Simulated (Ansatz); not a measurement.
**C₂H₄FNO: small, medium and large basis sets**

One table from this session's results is given with a row withheld; the runs are named, their logs left out.

Computed with Ansatz 0.2.0, Gaussian basis. Level: one geometry, several basis sets.

Plan: PBE0-D4/def2-SVP; ωB97M-V/def2-SVP; PBE0-D4/def2-QZVPP; ωB97M-V/def2-QZVPP; the functionals' def2-TZVPP values are taken from earlier runs.

**The relaxed structure**

All runs share one geometry, relaxed beforehand with PBE0-D4 in a triple-zeta def2 set.

SMILES `C/N=C(/O)F`, 9 atoms, charge 0, spin multiplicity 1.

Atoms are counted from 1 here; the program's logs count them from 0.

Bond lengths: C1–N2 1.441 Å, C1–H6 1.093 Å, C1–H7 1.093 Å, C1–H8 1.094 Å, N2–C3 1.244 Å, C3–O4 1.328 Å, C3–F5 1.328 Å, O4–H9 0.965 Å. Angles: N2–C1–H6 109.1°, N2–C1–H7 109.1°, N2–C1–H8 114.1°, H6–C1–H7 107.0°, H6–C1–H8 108.6°, H7–C1–H8 108.6°, C1–N2–C3 121.0°, N2–C3–O4 125.4°, N2–C3–F5 126.3°, O4–C3–F5 108.4°, C3–O4–H9 106.2°.

The first run:

in.yaml

```yaml
crystal:
  periodic: [false, false, false]
  atoms:
    - {symbol: C, position_ang: [1.128177, 0.409670, 0.602893]}
    - {symbol: N, position_ang: [0.236990, -0.519240, -0.045393]}
    - {symbol: C, position_ang: [-0.887468, -0.159575, -0.437754]}
    - {symbol: O, position_ang: [-1.775928, -0.939204, -1.043044]}
    - {symbol: F, position_ang: [-1.406520, 1.057899, -0.326435]}
    - {symbol: H, position_ang: [2.061575, 0.464459, 0.037385]}
    - {symbol: H, position_ang: [1.378349, 0.031494, 1.597089]}
    - {symbol: H, position_ang: [0.721907, 1.420011, 0.705396]}
    - {symbol: H, position_ang: [-1.368583, -1.811815, -1.107238]}
basis:
  gaussian: {orbitals: def2-SVP}
hamiltonian: {xc: pbe0, dispersion: d4}
output: {orbitals: {seedname: orbitals}}
```

Among the steps run: PBE0-D4 in def2-SVP; ωB97M-V in def2-SVP; PBE0-D4 in def2-QZVPP; ωB97M-V in def2-QZVPP.

One table of the session follows, with a row left open; its other results are not shown here.

It belongs to the step «Density functionals: the series». 

| functional | basis | HOMO (eV) | LUMO (eV) |
| --- | --- | --- | --- |
| PBE0-D4 | def2-SVP | -7.73 | 1.30 |
| PBE0-D4 | def2-TZVPP | -7.88 | 1.00 |
| PBE0-D4 | def2-QZVPP | -7.92 | 0.58 |
| ωB97M-V | def2-SVP | ? | ? |
| ωB97M-V | def2-TZVPP | -10.17 | 2.46 |
| ωB97M-V | def2-QZVPP | -10.21 | 1.80 |

Q: Estimate the row for ωB97M-V, def2-SVP from the others.

As computed: HOMO (eV): -9.99; LUMO (eV): 3.50. In the column «HOMO (eV)» it lies between ωB97M-V, def2-TZVPP (-10.17) and PBE0-D4, def2-QZVPP (-7.92).
